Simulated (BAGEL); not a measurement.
# B3LYP/def2-TZVP (density fitting with qzvpp-jkfit) run of C2H3Al (ethynylalumane)

What is the energy change on altering one bond length of C2H3Al (ethynylalumane) at B3LYP/def2-TZVP (density fitting with qzvpp-jkfit)? 

The results are computed with BAGEL 1.2.2.

16 further runs of the same task are left out: 16 set aside as unsound or not needed.

## 1. The molecule

C2H3Al: 6 atoms, total charge 0, spin state singlet. SMILES: `C#[C][AlH2]`. Geometry: relaxed at PBE0-D4/def2-TZVP.

Bond lengths: C1–C2 1.211 Å, C2–Al3 1.906 Å, C1–H4 1.067 Å, Al3–H5 1.580 Å, Al3–H6 1.580 Å. Angles: C1–C2–Al3 179.9°, C2–C1–H4 180.0°, C2–Al3–H5 118.8°, C2–Al3–H6 118.8°, H5–Al3–H6 122.4°.

## 2. A single-point energy at B3LYP/def2-TZVP (density fitting with qzvpp-jkfit)

job.json

```json
{ "bagel": [

{
  "title": "molecule",
  "basis": "def2-tzvp.json",
  "df_basis": "qzvpp-jkfit",
  "angstrom": true,
  "geometry": [
    { "atom": "C", "xyz": [      -0.792800,      -1.637600,      -0.298100 ] },
    { "atom": "C", "xyz": [      -0.266100,      -0.564200,      -0.106200 ] },
    { "atom": "Al", "xyz": [       0.564800,       1.124200,       0.195000 ] },
    { "atom": "H", "xyz": [      -1.257000,      -2.583100,      -0.467400 ] },
    { "atom": "H", "xyz": [       1.356700,       1.804700,      -0.990500 ] },
    { "atom": "H", "xyz": [       0.436600,       1.792000,       1.621000 ] }
  ]
},

{
  "title": "ks",
  "xc_func": "b3lyp"
},

{
  "title": "print",
  "file": "orbitals.molden",
  "orbitals": true
}

]}
```

The basis set def2-TZVP is read from a file made from the Basis Set Exchange's data (not shown).

The run is started by

```sh
BAGEL_NUM_THREADS=1 BAGEL job.json > job.out
```

Standard output:

```text
* using 1 threads per process

  ===============================================================
  ===============================================================

  *** Geometry ***

  { "atom" : "C", "xyz" : [     -1.498175,     -3.094616,     -0.563327 ] },
  { "atom" : "C", "xyz" : [     -0.502856,     -1.066183,     -0.200689 ] },
  { "atom" : "Al", "xyz" : [      1.067317,      2.124430,      0.368497 ] },
  { "atom" : "H", "xyz" : [     -2.375386,     -4.881352,     -0.883258 ] },
  { "atom" : "H", "xyz" : [      2.563791,      3.410389,     -1.871774 ] },
  { "atom" : "H", "xyz" : [      0.825054,      3.386389,      3.063246 ] },

  Number of auxiliary basis functions:      332

  Since a DF basis is specified, we compute 2- and 3-index integrals:
    o Being stored without compression. Storage requirement is 0.036 GB

  Number of basis functions:      117
  Number of electrons      :       28

    * METHOD: MOLECULE                             0.11

  *** Kohn-Sham DFT ***

    * Removing 8458 points whose weight is below 1.00e-10
    * Grid points: 80978

  === Nuclear Repulsion ===
    69.4104621829

       - DIIS with orbital gradients will be used.

  === KS iteration (b3lyp / def2-tzvp.json) ===
      0       -257.79144848          0.15152174           0.28
      1       -196.09664376          0.18615499           0.28
      2       -205.53786972          0.14845088           0.35
      3       -303.64132227          0.14338183           0.29
      4       -312.85973303          0.08271471           0.29
      5       -315.42119061          0.07667488           0.29
      6       -320.30238136          0.01834184           0.30
      7       -320.31111892          0.01684253           0.29
      8       -320.40977867          0.00724089           0.28
      9       -320.43131627          0.00252252           0.28
     10       -320.43366397          0.00076386           0.29
     11       -320.43391965          0.00005547           0.31
     12       -320.43392096          0.00000884           0.28
     13       -320.43392099          0.00000081           0.28
     14       -320.43392099          0.00000015           0.28
     15       -320.43392099          0.00000012           0.28
     16       -320.43392099          0.00000004           0.29
     17       -320.43392099          0.00000001           0.29
    * SCF iteration converged.

    * Permanent dipole moment:
           (    0.095770,     0.195508,     0.035200) a.u.

    * METHOD: KS                                   5.70

    * METHOD: PRINT                                0.01

  ===============================================================
```

It took 6.3 s on 1 thread of Intel Xeon 6975P-C (Granite Rapids), shared host; peak memory 0.43 GiB.

## 3. The distorted shape at the same level

dft.json

```json
{ "bagel" : [

{
  "title" : "molecule",
  "basis" : "def2-tzvp.json",
  "df_basis" : "qzvpp-jkfit",
  "angstrom" : "true",
  "geometry" : [
    { "atom" : "C", "xyz" : [   -1.424834,   -2.925668,   -0.528378 ] },
    { "atom" : "C", "xyz" : [   -0.266100,   -0.564200,   -0.106200 ] },
    { "atom" : "Al", "xyz" : [    0.564800,    1.124200,    0.195000 ] },
    { "atom" : "H", "xyz" : [   -1.889034,   -3.871168,   -0.697678 ] },
    { "atom" : "H", "xyz" : [    1.356700,    1.804700,   -0.990500 ] },
    { "atom" : "H", "xyz" : [    0.436600,    1.792000,    1.621000 ] }
  ]
},
{
  "title" : "ks",
  "xc_func" : "b3lyp"
},
{
  "title" : "print",
  "file" : "orbitals.molden",
  "orbitals" : "true"
}

]}
```

The basis set def2-TZVP is read from a file made from the Basis Set Exchange's data (not shown).

The run is started by

```sh
BAGEL_NUM_THREADS=1 BAGEL dft.json > dft.out
```

Standard output:

```text
* using 1 threads per process

  ===============================================================
  ===============================================================

  *** Geometry ***

  { "atom" : "C", "xyz" : [     -2.692546,     -5.528711,     -0.998490 ] },
  { "atom" : "C", "xyz" : [     -0.502856,     -1.066183,     -0.200689 ] },
  { "atom" : "Al", "xyz" : [      1.067317,      2.124430,      0.368497 ] },
  { "atom" : "H", "xyz" : [     -3.569757,     -7.315447,     -1.318420 ] },
  { "atom" : "H", "xyz" : [      2.563791,      3.410389,     -1.871774 ] },
  { "atom" : "H", "xyz" : [      0.825054,      3.386389,      3.063246 ] },

  Number of auxiliary basis functions:      332

  Since a DF basis is specified, we compute 2- and 3-index integrals:
    o Being stored without compression. Storage requirement is 0.036 GB

  Number of basis functions:      117
  Number of electrons      :       28

    * METHOD: MOLECULE                             0.11

  *** Kohn-Sham DFT ***

    * Removing 7312 points whose weight is below 1.00e-10
    * Grid points: 82124

  === Nuclear Repulsion ===
    55.2178073405

       - DIIS with orbital gradients will be used.

  === KS iteration (b3lyp / def2-tzvp.json) ===
      0       -244.42817249          0.14559692           0.29
      1       -168.71246140          0.14600610           0.33
      2       -208.64861989          0.14754160           0.37
      3       -304.63023977          0.07919173           0.31
      4       -308.81345768          0.06308158           0.31
      5       -317.22479402          0.05776503           0.36
      6       -318.01354507          0.04346905           0.44
      7       -317.29086472          0.04442765           0.42
      8       -318.92542611          0.03666705           0.30
      9       -318.81383305          0.04322522           0.29
     10       -318.83658172          0.04085914           0.29
     11       -319.19420211          0.03527024           0.31
     12       -318.99927136          0.03914136           0.29
     13       -319.69241490          0.02249580           0.29
     14       -318.03472577          0.04785457           0.30
     15       -319.11656369          0.03639547           0.29
     16       -318.77136744          0.04209324           0.30
     17       -318.93156725          0.03942961           0.30
     18       -318.66277598          0.04285199           0.29
     19       -319.04557361          0.03797820           0.29
     20       -316.78341539          0.04607405           0.29
     21       -318.83679159          0.04043343           0.30
     22       -317.36279837          0.04717249           0.29
     23       -317.60156927          0.04264019           0.34
     24       -317.76159670          0.05286999           0.30
     25       -318.80896972          0.04053629           0.30
     26       -316.04305887          0.05256662           0.29
     27       -319.90147113          0.00820551           0.31
     28       -319.75550989          0.01820353           0.33
     29       -319.66248283          0.02159489           0.32
     30       -319.83746100          0.01394761           0.34
     31       -319.75478574          0.01912575           0.32
     32       -319.94344578          0.00441434           0.30
     33       -319.94992635          0.00321761           0.28
     34       -319.95542166          0.00021162           0.28
     35       -319.95556075          0.00041822           0.28
     36       -319.95582724          0.00030910           0.29
     37       -319.95590165          0.00011537           0.29
     38       -319.95600993          0.00014478           0.30
     39       -319.95606945          0.00022430           0.34
     40       -319.95606843          0.00016305           0.36
     41       -319.95599821          0.00014823           0.33
     42       -319.95534767          0.00067254           0.30
     43       -319.95550479          0.00044437           0.32
     44       -319.95553980          0.00025148           0.35
     45       -319.95543898          0.00043317           0.32
     46       -319.95553871          0.00002715           0.30
     47       -319.95554075          0.00008540           0.29
     48       -319.95554001          0.00002144           0.28
     49       -319.95554000          0.00000427           0.33
     50       -319.95554009          0.00000593           0.31
     51       -319.95554019          0.00000304           0.28
     52       -319.95554016          0.00000437           0.29
     53       -319.95554015          0.00000433           0.29
     54       -319.95554024          0.00000390           0.31
     55       -319.95554029          0.00000370           0.29
     56       -319.95554025          0.00000426           0.29
     57       -319.95554008          0.00000318           0.29
     58       -319.95553999          0.00000216           0.30
     59       -319.95553996          0.00000109           0.29
     60       -319.95553998          0.00000171           0.29
     61       -319.95553999          0.00000134           0.30
     62       -319.95553998          0.00000080           0.30
     63       -319.95553998          0.00000097           0.31
     64       -319.95553998          0.00000039           0.29
     65       -319.95553998          0.00000013           0.29
     66       -319.95553998          0.00000010           0.29
     67       -319.95553998          0.00000002           0.29
     68       -319.95553998          0.00000002           0.29
     69       -319.95553998          0.00000001           0.29
    * SCF iteration converged.

    * Permanent dipole moment:
           (    0.058078,     0.121779,     0.022264) a.u.

    * METHOD: KS                                  21.97

    * METHOD: PRINT                                0.01

  ===============================================================
```

Run time: 23 s. Hardware: 1 thread of Intel Xeon 6975P-C (Granite Rapids), shared host; peak memory 0.44 GiB.

## 4. Summary of results

At B3LYP/def2-TZVP (density fitting with qzvpp-jkfit):

```
                                                         quantity          value
                                        first shape: total energy  -320.43392 Eh
                                       first shape: dipole moment         0.56 D
                                         first shape: HOMO energy       -7.82 eV
                                         first shape: LUMO energy       -2.07 eV
                                       first shape: HOMO–LUMO gap        5.75 eV
                                    distorted shape: total energy  -319.95554 Eh
                                   distorted shape: dipole moment         0.35 D
                                     distorted shape: HOMO energy       -5.87 eV
                                     distorted shape: LUMO energy       -5.01 eV
                                   distorted shape: HOMO–LUMO gap        0.86 eV
energy change with the C1–C2 bond stretched from 1.211 to 2.664 Å      13.017 eV
```

**Reading.** One bond (distorted shape) is far stretched, which a spin-restricted single reference describes badly; a broken-symmetry solution may lie lower. With the C1–C2 bond stretched from 1.211 to 2.664 Å the energy rises by 13.02 eV (300 kcal/mol). The first shape isn't relaxed at this level, so the change isn't measured from a minimum. A restricted reference can't describe the breaking bond well at this length.
